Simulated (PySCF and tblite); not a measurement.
Conformers and averaged properties: C₅H₅N, numbered as in [CH:1]#[C:2][CH2:3][CH2:4][C:5]#[N:6]

Conformers came from 90 starts (ETKDG and KDG, MMFF94s, GFN2-xTB); geometries are PBE0-D3(BJ)/def2-SVP. Energies: PBE0-D3(BJ)/def2-TZVP, with GFN2-xTB thermal terms (modes under about 100 cm⁻¹ blended into free rotors). Symmetry numbers and mirror images are counted. Conformers within 4 kcal/mol (GFN2-xTB free energy) were kept, 7 at most. GIAO shieldings: PBE0/pcSseg-1. Couplings: B3LYP/pcSseg-1 with pcJ-1 on H (gas phase; spin-dipole term only for pairs with B, N, F, Si or P). Couplings are for ¹H; a prime marks the second kind of pair between the same two sets of atoms. Shifts are against TMS (¹H), TMS (¹³C), NH3 (¹⁵N) at the same level. Codes: tblite and PySCF.

Torsions listed: C2–C3–C4–C5. Of a mirror pair one member is shown.

```csv
conformer,shape,symmetry,E(GFN2) kcal/mol,E(DFT) kcal/mol,G(298.15 K) kcal/mol,weight %,dipole D
1,180°,Cs,0.00,0.00,0.00,63.3,3.53
2,-65°,C1 (pair),0.53,0.76,0.32,36.7,4.04
```

Weights (%) against temperature:

```tsv
T (K)	1	2	S(mix) cal/mol/K
150	86.8	13.2	0.96
200	77.0	23.0	1.39
250	69.1	30.9	1.65
298.15	63.3	36.7	1.81
400	54.8	45.2	1.99
```

Averaged shifts at 298.15 K. ¹H: 2.39 (H3, 2H), 2.20 (H4, 2H), 2.02 (H1, 1H) ppm. ¹³C: 122.8 (C5), 83.3 (C2), 77.9 (C1), 18.4 (C4), 18.4 (C3) ppm. ¹⁵N: 307.3 (N6) ppm.

Averaged couplings (Hz): ⁴J(H1,H3) -4.3, ²J(H3,H3) -19.5, ³J(H3,H4) 6.7, ³J(H3,H4′) 11.2, ²J(H4,H4) -19.2.

Coordinates of conformer 1 (Å):

```xyz
11

C     2.623   -0.268    0.568
C     1.444   -0.453    0.365
C     0.023   -0.654    0.124
C    -0.758    0.670    0.165
C    -2.184    0.476   -0.069
N    -3.312    0.303   -0.255
H     3.670   -0.110    0.748
H    -0.123   -1.139   -0.855
H    -0.387   -1.347    0.876
H    -0.367    1.365   -0.594
H    -0.624    1.159    1.142
```

Coordinates of conformer 2 (Å):

```xyz
11

C     2.380    0.425    0.190
C     1.335   -0.184    0.171
C     0.064   -0.894    0.141
C    -1.102   -0.035   -0.375
C    -1.414    1.094    0.493
N    -1.664    1.982    1.192
H     3.307    0.967    0.213
H     0.152   -1.778   -0.512
H    -0.174   -1.272    1.148
H    -2.007   -0.656   -0.468
H    -0.871    0.353   -1.379
```

Unscaled ¹⁵N shifts at such levels can be off by tens of ppm; differences between conformers or isomers are more reliable. Shifts are unscaled: against experiment ¹³C can be off by 15 ppm or more and ¹H by 0.8 ppm.

Search and properties took 53 s on 1 thread of Arm Neoverse V1, on a host shared with other jobs (rough), launched as `OMP_NUM_THREADS=1 python ens_run.py task.json out`.


¹⁵N shifts are against a computed isolated NH3 molecule, about 20 ppm from the liquid.